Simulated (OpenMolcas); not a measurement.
# UHCTH407/ANO-R1 (DKH1) run of PH2 (SMILES [PH2])

What is the vertical electron affinity of PH2 at UHCTH407/ANO-R1 (DKH1)? 

The results are computed with OpenMolcas 26.06.

### 1 The structure to begin with

PH2 has 3 atoms, charge 0, and is taken as a doublet. SMILES: `[PH2]`. The shape is that of a GFN2-xTB optimisation.

Bond lengths: P1–H2 1.392 Å, P1–H3 1.392 Å. Angles: H2–P1–H3 91.4°.

### 2 The energy at UHCTH407/ANO-R1 (DKH1)

The input, geom.xyz:

```xyz
3

P      0.514470    -0.302750     0.252680
H      0.111510     1.027360     0.172420
H     -0.625980    -0.724620    -0.425100
```

The input, job.inp:

```
&GATEWAY
Coord=geom.xyz
Basis=ANO-R1
Group=NoSym
&SEWARD
Relativistic=R01O00
Expert
&SCF
UHF
Spin=2
KSDFT=GGA_XC_HCTH_407
PrOrbitals=1 1
```

Launch:

```
export MOLCAS_MEM=1860
pymolcas job.inp > job.log
```

Standard output:

```text
--- Start Module: gateway ---
[...]
--- Stop Module: gateway /rc=_RC_ALL_IS_WELL_ ---
--- Start Module: seward ---
[...]
 ###    WARNING:  EXPERT option is ON!                                       ###
 ###############################################################################
               SEWARD will generate:
[...]
      Basis functions           28
--- Stop Module: seward /rc=_RC_ALL_IS_WELL_ ---
--- Start Module: scf ---
[...]
       Convergence after  10 Iterations
[...]
::    Total KS-DFT energy                            -343.5205236101
[...]
      Total spin, S                                     0.5035080041
[...]
      Total electronic charge=   17.000000
      Total            charge=   -0.000000
[...]
      Dipole Moment (debye):
      Origin of the operator (angstrom)=    0.4673   -0.2750    0.2295
                   X= -5.4834E-01               Y=  3.2267E-01               Z= -2.6932E-01           Total=  6.9089E-01
      Quadrupole Moment (debye*angstrom):
[...]
--- Stop Module: scf /rc=_RC_ALL_IS_WELL_ ---
[...]
```

Run time: 3.6 s. Hardware: 1 thread of Arm Neoverse V1, shared host; peak memory 0.37 GiB.

### 3 The singlet anion, same level

geom.xyz is that of step 2.

The input, job.input:

```
>>> EXPORT MOLCAS_PRINT=2
&GATEWAY
Coord
geom.xyz
Basis
ANO-R1
Group
NoSym
&SEWARD
Relativistic
R01O00
Expert
&SCF
Charge
-1
KSDFT
GGA_XC_HCTH_407
PrOrbitals
1 1
```

Launch:

```
export MOLCAS_MEM=1860
pymolcas job.input > job.log
```

Standard output:

```text
--- Start Module: gateway ---
[...]
--- Stop Module: gateway /rc=_RC_ALL_IS_WELL_ ---
--- Start Module: seward ---
[...]
 ###    WARNING:  EXPERT option is ON!                                       ###
 ###############################################################################
               SEWARD will generate:
[...]
      Basis functions           28
--- Stop Module: seward /rc=_RC_ALL_IS_WELL_ ---
--- Start Module: scf ---
[...]
       Convergence after  12 Iterations
[...]
::    Total KS-DFT energy                            -343.5354792180
[...]
      Total spin, S                                     0.0000000000
[...]
      Total electronic charge=   18.000000
      Total            charge=   -1.000000
[...]
      Dipole Moment (debye):
      Origin of the operator (angstrom)=    0.4673   -0.2750    0.2295
                   X= -3.4498E-01               Y=  2.0298E-01               Z= -1.6944E-01           Total=  4.3465E-01
      Center of Charge (angstrom)
[...]
--- Stop Module: scf /rc=_RC_ALL_IS_WELL_ ---
[...]
```

Run time: 3 s. Hardware: 1 thread of Arm Neoverse V1, shared host; peak memory 0.37 GiB.

### 4 Summary of results

Level: UHCTH407/ANO-R1 (DKH1).

```
                                                            quantity          value
                                           doublet PH2: total energy  -343.52052 Eh
                                          doublet PH2: dipole moment         0.69 D
                     doublet PH2: HOMO energy (highest over α and β)       -6.01 eV
                      doublet PH2: LUMO energy (lowest over α and β)       -4.07 eV
                                                   doublet PH2: ⟨S²⟩          0.757
                                         singlet anion: total energy  -343.53548 Eh
                                          singlet anion: HOMO energy        3.15 eV
                                          singlet anion: LUMO energy        5.04 eV
singlet anion: HOMO–LUMO gap (to an unbound level, set by the basis)        1.89 eV
                   vertical electron affinity (to the singlet anion)       0.407 eV
```

At fixed nuclei the extra electron is bound by 0.41 eV (39.3 kJ/mol). The basis has no diffuse functions, so the error can be as large as this value. The HOMO (singlet anion) lies at positive energy, 3.15 eV, as semi-local functionals often give for anions; only total energies tell whether the electron is bound.
